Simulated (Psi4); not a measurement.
# triplet HOF: levels of theory compared

We compute a comparison of 4 runs (U-r2SCAN/aug-cc-pVTZ, UB3LYP/aug-cc-pVTZ, UBHLYP/aug-cc-pVTZ, UM06-2X/aug-cc-pVTZ) of triplet HOF. 

The calculation is run with Psi4 1.11.

## (1) The system as given

HOF: 3 atoms, total charge 0, spin state triplet. As SMILES of the parent species, `OF`. The shape is that of a PBE0-D4/def2-TZVP optimisation. That shape belongs to the parent species and isn't relaxed for this state.

Bond lengths: O1–F2 1.406 Å, O1–H3 0.969 Å. Angles: F2–O1–H3 99.1°.

## (2) Energy and forces at U-r2SCAN/aug-cc-pVTZ (run 1)

Input file fho.xyz:

```xyz
3
FHO
O      0.430590    -0.210340     0.216330
F     -0.221910     1.014620    -0.010980
H     -0.208690    -0.804280    -0.205350
```

Input file fho.py:

```python
import psi4

psi4.set_memory(2200000000)
psi4.set_num_threads(1)
psi4.set_output_file('run.log', False)

with open('fho.xyz') as f:
    atoms = ''.join(f.readlines()[2:])
mol = psi4.geometry('0 3\n' + atoms + 'symmetry c1')

options = {'basis': 'aug-cc-pVTZ', 'reference': 'uks', 'puream': True, 'e_convergence': 1e-09, 'd_convergence': 1e-08, 'scf_type': 'pk', 'dft_radial_points': 99, 'dft_spherical_points': 590, 'maxiter': 100}
psi4.set_options(options)

energy_value, wavefunction = psi4.gradient('r2scan', return_wfn=True)
psi4.oeprop(wavefunction, 'MULLIKEN_CHARGES', 'QUADRUPOLE', 'DIPOLE')
print('gradient / Eh bohr^-1')
print(energy_value.np.round(6))
print(f'energy = {wavefunction.energy():.10f} Eh')
```

Launch:

```console
$ python fho.py
```

run.log:

```text
[...]
  Running in c1 symmetry.
[...]
  Nuclear repulsion =   34.062701107921029
[...]
  Multiplicity = 3
[...]
  Nalpha       = 10
  Nbeta        = 8
[...]
    Number of basis functions: 115
[...]
   @UKS iter   1:  -175.31999054167267   -1.31175e-01   4.15525e-03 ADIIS/DIIS
[...]
   @UKS iter  13:  -175.40174212246578   -1.05160e-12   2.14758e-09 DIIS
[...]
   @S^2 Observed:                2.009862145E+00
[...]
  @UKS Final Energy:  -175.40174212246578
   => Energetics <=
    Nuclear Repulsion Energy =             34.0627011079210291
    One-Electron Energy =                -311.0074855057106333
    Two-Electron Energy =                 120.8375002478508691
    DFT Exchange-Correlation Energy =     -19.2944579725270451
    Empirical Dispersion Energy =           0.0000000000000000
    VV10 Nonlocal Energy =                  0.0000000000000000
    Total Energy =                       -175.4017421224657767
[...]
  -Total Gradient:
     Atom            X                  Y                   Z
    ------   -----------------  -----------------  -----------------
       1       -0.135291282149     0.241282605361    -0.000000000000
       2        0.133436901433    -0.251599065540     0.000000000000
       3        0.001659665748     0.010515152813    -0.000000000000
[...]
 Multipole Moments:
 ------------------------------------------------------------------------------------
     Multipole            Electronic (a.u.)      Nuclear  (a.u.)        Total (a.u.)
 ------------------------------------------------------------------------------------
 L = 1.  Multiply by 2.5417464519 to convert [e a0] to [Debye]
 Dipole X            :         -0.2607055           -0.0741923           -0.3348978
 Dipole Y            :          1.0144388           -1.7197104           -0.7052716
 Dipole Z            :          0.0000000            0.0000000            0.0000000
 Magnitude           :                                                    0.7807461
 L = 2.  Multiply by 1.3450342976 to convert [e a0^2] to [Debye ang]
 Quadrupole XX       :        -15.8840614            7.5565772           -8.3274842
 Quadrupole XY       :         12.4381894          -10.9651301            1.4730592
[...]
  Mulliken Charges: (a.u.)
   Center  Symbol    Alpha    Beta     Spin     Total
       1     O     4.68051  3.36882  1.31169 -0.04934
       2     F     4.95857  4.24391  0.71466 -0.20248
       3     H     0.36092  0.38727 -0.02635  0.25181
   Total alpha = 10.00000, Total beta =  8.00000, Total charge =  0.00000
```

The script printed:

```text
gradient / Eh bohr^-1
[[-0.135291  0.241283 -0.      ]
 [ 0.133437 -0.251599  0.      ]
 [ 0.00166   0.010515 -0.      ]]
energy = -175.4017421225 Eh
```

Wall time 46 s (1 thread of Intel Xeon Platinum 8488C (Sapphire Rapids), shared host); peak memory 0.8 GiB.

## (3) Energy and gradient at UB3LYP/aug-cc-pVTZ (run 2)

Input file calc.py:

```python
import psi4

psi4.set_memory('2200 MB')
psi4.set_num_threads(1)
psi4.set_output_file('output.dat', False)

geom = psi4.geometry("""
0 3
O
F 1 1.406397
H 1 0.969153 2 99.05738
symmetry c1
""")

psi4.set_options({
    'basis': 'aug-cc-pVTZ',
    'reference': 'uks',
    'puream': True,
    'e_convergence': 1e-09,
    'd_convergence': 1e-08,
    'scf_type': 'pk',
    'dft_radial_points': 99,
    'dft_spherical_points': 590,
    'maxiter': 100,
})

e_tot, wfn = psi4.gradient('b3lyp', molecule=geom, return_wfn=True)
psi4.oeprop(wfn, 'WIBERG_LOWDIN_INDICES', 'DIPOLE', 'MAYER_INDICES', title='B3LYP')
print('gradient / Eh bohr^-1')
print(e_tot.np.round(6))
print(f'energy = {wfn.energy():.10f} Eh')
```

Launch:

```console
$ python calc.py
```

output.dat:

```text
[...]
  Running in c1 symmetry.
[...]
  Nuclear repulsion =   34.062705558208670
[...]
  Multiplicity = 3
[...]
  Nalpha       = 10
  Nbeta        = 8
[...]
    Number of basis functions: 115
[...]
   @UKS iter   1:  -175.41127486361060   -1.85997e-01   3.72010e-03 ADIIS/DIIS
[...]
   @UKS iter  12:  -175.47618755488307   -5.68434e-12   4.58222e-09 DIIS
[...]
   @S^2 Observed:                2.009146715E+00
[...]
    Orbital Energies [Eh]
    ---------------------
    Alpha Occupied:
       1A    -24.707839     2A    -19.264801     3A     -1.286172
       4A     -1.031941     5A     -0.616843     6A     -0.543866
       7A     -0.532828     8A     -0.402426     9A     -0.394604
      10A     -0.192066
    Alpha Virtual:
      11A     -0.028315    12A      0.059742    13A      0.066323
      14A      0.083936    15A      0.099283    16A      0.146547
      17A      0.164113    18A      0.169185    19A      0.187973
      20A      0.188777    21A      0.260296    22A      0.301104
      23A      0.320997    24A      0.484805    25A      0.556502
[...]
  @UKS Final Energy:  -175.47618755488307
   => Energetics <=
    Nuclear Repulsion Energy =             34.0627055582086697
    One-Electron Energy =                -310.9832932137850889
    Two-Electron Energy =                 117.0956649580499942
    DFT Exchange-Correlation Energy =     -15.6512648573566313
    Empirical Dispersion Energy =           0.0000000000000000
    VV10 Nonlocal Energy =                  0.0000000000000000
    Total Energy =                       -175.4761875548830403
[...]
  -Total Gradient:
     Atom            X                  Y                   Z
    ------   -----------------  -----------------  -----------------
       1       -0.001170375236    -0.276839473227     0.000000000000
       2       -0.005000332664     0.285172851276     0.000000000000
       3        0.006171614082    -0.008333202387     0.000000000000
[...]
 Multipole Moments:
 ------------------------------------------------------------------------------------
     Multipole            Electronic (a.u.)      Nuclear  (a.u.)        Total (a.u.)
 ------------------------------------------------------------------------------------
 L = 1.  Multiply by 2.5417464519 to convert [e a0] to [Debye]
 Dipole X            :          0.2539804           -0.8972517           -0.6432714
 Dipole Y            :         -0.9940825            1.4689612            0.4748787
 Dipole Z            :         -0.0000000            0.0000000           -0.0000000
 Magnitude           :                                                    0.7995673
[...]
```

On the terminal:

```text
gradient / Eh bohr^-1
[[-0.00117  -0.276839  0.      ]
 [-0.005     0.285173  0.      ]
 [ 0.006172 -0.008333  0.      ]]
energy = -175.4761875549 Eh
```

It took 26 s on 1 thread of Intel Xeon Platinum 8488C (Sapphire Rapids), shared host; peak memory 0.75 GiB.

## (4) The energy at UBHLYP/aug-cc-pVTZ (run 3)

Input file fho.dat:

```
memory 2200 MB

molecule {
  0 3
  O
  F 1 1.406397
  H 1 0.969153 2 99.05738
  units angstrom
  symmetry c1
  no_reorient
  no_com
}

set reference uks
set puream true
set e_convergence 1e-09
set d_convergence 1e-08
set scf_type pk
set dft_radial_points 99
set dft_spherical_points 590
set maxiter 100

E = energy("bhhlyp/aug-cc-pVTZ")
```

Launch:

```console
$ psi4 fho.dat fho.out -n 1
```

fho.out:

```text
[...]
  Running in c1 symmetry.
[...]
  Nuclear repulsion =   34.062705558208670
[...]
  Multiplicity = 3
[...]
  Nalpha       = 10
  Nbeta        = 8
[...]
    Number of basis functions: 115
[...]
   @UKS iter   1:  -175.35158544097496   -3.36177e-01   2.73079e-03 ADIIS/DIIS
[...]
   @UKS iter  13:  -175.39216509992966   -9.03810e-12   6.17354e-09 DIIS
[...]
   @S^2 Observed:                2.016179677E+00
[...]
    Orbital Energies [Eh]
    ---------------------
    Alpha Occupied:
       1A    -25.314086     2A    -19.831999     3A     -1.448520
       4A     -1.182902     5A     -0.717954     6A     -0.642339
       7A     -0.632480     8A     -0.485899     9A     -0.485895
      10A     -0.281248
    Alpha Virtual:
      11A     -0.006079    12A      0.082363    13A      0.088629
      14A      0.104799    15A      0.122292    16A      0.172564
      17A      0.191322    18A      0.196393    19A      0.210882
      20A      0.216519    21A      0.285257    22A      0.335192
      23A      0.356234    24A      0.527951    25A      0.600536
[...]
  @UKS Final Energy:  -175.39216509992966
   => Energetics <=
    Nuclear Repulsion Energy =             34.0627055582086697
    One-Electron Energy =                -311.1327267677164059
    Two-Electron Energy =                 111.6913782300516829
    DFT Exchange-Correlation Energy =     -10.0135221204736133
    Empirical Dispersion Energy =           0.0000000000000000
    VV10 Nonlocal Energy =                  0.0000000000000000
    Total Energy =                       -175.3921650999296844
[...]
 Multipole Moments:
 ------------------------------------------------------------------------------------
     Multipole            Electronic (a.u.)      Nuclear  (a.u.)        Total (a.u.)
 ------------------------------------------------------------------------------------
 L = 1.  Multiply by 2.5417464519 to convert [e a0] to [Debye]
 Dipole X            :          0.2160142           -0.8972517           -0.6812375
 Dipole Y            :         -0.8433460            1.4689612            0.6256152
 Dipole Z            :         -0.0000000            0.0000000           -0.0000000
 Magnitude           :                                                    0.9249211
[...]
```

Run time: 18 s. Hardware: 1 thread of Intel Xeon Platinum 8488C (Sapphire Rapids), shared host; peak memory 0.74 GiB.

## (5) A single-point energy at UM06-2X/aug-cc-pVTZ (run 4)

Input file calc.dat:

```
memory 2200 MB

molecule {
  0 3
  O      0.430590    -0.210340     0.216330
  F     -0.221910     1.014620    -0.010980
  H     -0.208690    -0.804280    -0.205350
  symmetry c1
}

set {
  basis aug-cc-pVTZ
  reference uks
  puream true
  e_convergence 1e-09
  d_convergence 1e-08
  scf_type pk
  dft_radial_points 99
  dft_spherical_points 590
  maxiter 100
}

e = energy("m06-2x")
```

Launch:

```console
$ psi4 calc.dat calc.out -n 1
```

calc.out:

```text
[...]
  Running in c1 symmetry.
[...]
  Nuclear repulsion =   34.062701107921029
[...]
  Multiplicity = 3
[...]
  Nalpha       = 10
  Nbeta        = 8
[...]
    Number of basis functions: 115
[...]
   @UKS iter   1:  -175.36246849546100   -3.13970e-01   2.48048e-03 ADIIS/DIIS
[...]
   @UKS iter  13:  -175.39575366215956   -3.06954e-12   3.27975e-09 DIIS
[...]
   @S^2 Observed:                2.013758078E+00
[...]
    Orbital Energies [Eh]
    ---------------------
    Alpha Occupied:
       1A    -25.257517     2A    -19.757880     3A     -1.434047
       4A     -1.159509     5A     -0.717348     6A     -0.640738
       7A     -0.626450     8A     -0.494735     9A     -0.482524
      10A     -0.277206
    Alpha Virtual:
      11A     -0.014509    12A      0.070711    13A      0.076924
      14A      0.094104    15A      0.112640    16A      0.169538
      17A      0.179187    18A      0.183721    19A      0.196239
      20A      0.208201    21A      0.271647    22A      0.315018
      23A      0.345665    24A      0.518284    25A      0.588283
[...]
  @UKS Final Energy:  -175.39575366215956
   => Energetics <=
    Nuclear Repulsion Energy =             34.0627011079210291
    One-Electron Energy =                -310.9465628093410032
    Two-Electron Energy =                 110.7511508773949060
    DFT Exchange-Correlation Energy =      -9.2630428381345062
    Empirical Dispersion Energy =           0.0000000000000000
    VV10 Nonlocal Energy =                  0.0000000000000000
    Total Energy =                       -175.3957536621595636
[...]
 Multipole Moments:
 ------------------------------------------------------------------------------------
     Multipole            Electronic (a.u.)      Nuclear  (a.u.)        Total (a.u.)
 ------------------------------------------------------------------------------------
 L = 1.  Multiply by 2.5417464519 to convert [e a0] to [Debye]
 Dipole X            :         -0.2444453           -0.0741923           -0.3186376
 Dipole Y            :          0.9232954           -1.7197104           -0.7964149
 Dipole Z            :          0.0000000            0.0000000            0.0000000
 Magnitude           :                                                    0.8577917
[...]
```

Run time: 35 s. Hardware: 1 thread of Intel Xeon Platinum 8488C (Sapphire Rapids), shared host; peak memory 0.8 GiB.

## (6) Overview of the runs

```tsv
run	level	task	energy (Eh)	dipole moment (D)	HOMO energy (eV)	⟨S²⟩	wall time
1	U-r2SCAN/aug-cc-pVTZ	gradient	-175.401742	1.98	-3.96	2.010	46 s
2	UB3LYP/aug-cc-pVTZ	gradient	-175.476188	2.03	-5.23	2.009	26 s
3	UBHLYP/aug-cc-pVTZ	energy	-175.392165	2.35	-7.65	2.016	18 s
4	UM06-2X/aug-cc-pVTZ	energy	-175.395754	2.18	-7.54	2.014	35 s
```

## (7) Outcome

| quantity | value |
| --- | --- |
| run 4: total energy | -175.39575 Eh |
| run 4: dipole moment | 2.18 D |
| run 4: HOMO energy (highest over α and β) | -7.54 eV |
| run 4: LUMO energy (lowest over α and β) | -3.61 eV |
| run 4: ⟨S²⟩ | 2.014 |

In words: The dipole moment (its size) runs from 1.98 D (U-r2SCAN/aug-cc-pVTZ) to 2.35 D (UBHLYP/aug-cc-pVTZ). Totals of different functionals can't be ranked against each other. All runs together took 2.1 min, the longest 46 s.
